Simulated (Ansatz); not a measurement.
Consider the atomization: `N=C(S)S` → C• + 3 H• + N• + 2 S•.

Program: Ansatz. Geometries: PBE0-D4/def2-TZVP. ΔE: electronic, gas phase. CCSD(T)/CBS is the MP2 limit (def2-TZVPP, def2-QZVPP) plus CCSD(T) − MP2 in def2-TZVPP, frozen cores. This one scheme is used for every species, atoms too. No spin–orbit coupling; open shells (•) take unrestricted orbitals. Spin–orbit coupling would lower the free atoms: a little for C, S. One conformer a species, not always the lowest.

`N=C(S)S`:

Z-matrix (Å, degrees):
```
C
S 1 1.764
S 1 1.778 2 118.9
N 1 1.259 2 117.5 3 -179.2
H 2 1.341 1 96.9 3 18.8
H 3 1.342 1 97.5 2 28.1
H 4 1.017 1 112.5 2 -174.3
```

```json
{"species": "`N=C(S)S`", "CCSD(T)/def2-SVP energy (Eh)": "-889.39322"}
{"species": "C•", "CCSD(T)/def2-SVP energy (Eh)": "-37.71541"}
{"species": "H•", "CCSD(T)/def2-SVP energy (Eh)": "-0.49928"}
{"species": "N•", "CCSD(T)/def2-SVP energy (Eh)": "-54.42172"}
{"species": "S•", "CCSD(T)/def2-SVP energy (Eh)": "-397.46790"}
```

Task: Work out ΔE.

Result: ΔE = 3 × (-0.49928) + 2 × (-397.46790) + (-37.71541) + (-54.42172) − (-889.39322) = 0.82245 Eh = +2159.3 kJ/mol. CCSD(T)/CBS gives +2357.4 kJ/mol.

Largest T1 diagnostic among the species: 0.014.

From BLYP to BHLYP (50 % exact exchange), in def2-TZVPP and without D4, ΔE moves by −136.7 kJ/mol: exact exchange takes away binding that semilocal exchange gives to molecules. The D4 term adds +28.8 kJ/mol with B3LYP and +14.7 kJ/mol with PBE0; it sums over pairs of atoms, weighted by their polarisabilities, and B3LYP, whose exchange is more repulsive, gets the larger term.

B3LYP here is the variant with VWN-RPA as its local correlation; programs differ in this.

For atomizations the MP2-based limit and the directly extrapolated one differ by several kJ/mol either way, and by 10 to 25 for some Ge, Se and Sn compounds, so smaller differences from it don't rank the levels.
